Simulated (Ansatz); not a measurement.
# How far each method lies from full CI for SiH$_{2}$, triplet

Geometry: a point of a stretch scan, not a stationary point.

```yaml
atoms:
  - { symbol: Si, position_ang: [0.0000, -0.0925, 0.0705] }
  - { symbol: H, position_ang: [0.0000, 1.9127, -3.3129] }
  - { symbol: H, position_ang: [0.0000, 0.6651, 1.3489] }
```

Basis cc-pVDZ; Ansatz 0.2.0. Only valence electrons are correlated (noble-gas cores frozen), which leaves 6 electrons in 23 orbitals. Prefix R: restricted or restricted open-shell reference; prefix U: unrestricted. Active spaces: pair = (4e, 4o) about the gap; valence = (6e, 6o) chosen from the atoms' valence shells.

Full CI is exact within this basis and frozen core; it isn't the basis-set limit. The frozen core follows each run's orbitals, which can shift R against U totals by a few meV.

For open shells CISD is restricted-active-space CI with the open shells as a complete middle space.

- UHF ⟨S²⟩: 2.037
- T1 diagnostic (RCCSD): 0.0191
- largest doubles amplitude (RCCSD): 0.082
- T1 diagnostic (UCCSD): 0.0282

```csv
level,E − E(RHF) (eV)
UHF,-0.1142
RMP2,-1.8858
UMP2,-1.8650
RCCSD,-2.5341
UCCSD,-2.5368
RCCSD(T),-2.5814
UCCSD(T),-2.5817
```

Question: Estimate how far full CI in cc-pVDZ lies from RCCSD(T). The table doesn't fix it; the size of (T) and the diagnostics are the guide.

Answer: Full CI in cc-pVDZ lies 1.6 kJ/mol below RCCSD(T), which is 34 % of the (T) step (-4.6 kJ/mol). The diagnostics give no warning, yet the rest is a sizeable part of (T).

The other levels:

| level | E − E(full CI) (kJ/mol) | share of correlation (%) | wall time |
| --- | --- | --- | --- |
| CISD | 13.1 | 94.78 | 0.39 s |
| BCCD(T) | 1.6 | 99.37 | 0.81 s |
| RCCSDT | 0.1 | 99.94 | – |
| UCCSDT | 0.1 | 99.95 | – |
| RCCSDT(Q) | 0.0 | 99.99 | 2.7 s |
| UCCSDT(Q) | 0.0 | 99.99 | 3 s |
| CASSCF (pair space) | 204.4 | 18.43 | – |
| NEVPT2 (pair space) | 55.7 | 77.80 | 0.54 s |
| CASSCF (valence space) | 164.3 | 34.45 | – |
| NEVPT2 (valence space) | 50.9 | 79.70 | 0.42 s |
| MRCISD (valence space) | 6.5 | 97.40 | – |
| MRCISD+Q (valence space) | -0.5 | 100.20 | 0.69 s |

The correlation energy at full CI, counted from RHF, is -2.598 eV. That run took 6 s on 1 thread of Arm Neoverse V2, shared host over 1,563,320 determinants.

Times hold each run's SCF and search for its determinant on a shared host, so for small cases they say little of a method's own cost; they ran on 1 thread of Arm Neoverse V2. Some runs computed forces too.

More than 5 meV below full CI, which no variational method can be: MRCISD+Q (valence space).

The full-CI state has the irrep A'' of Cs, in the program's axes.

Natural occupations of full CI about the gap: 1.955 1.902 1.000 0.986 0.058 0.033 0.012 0.011 0.009 0.008; effectively unpaired electrons, Σ n²(2−n)², 2.06.
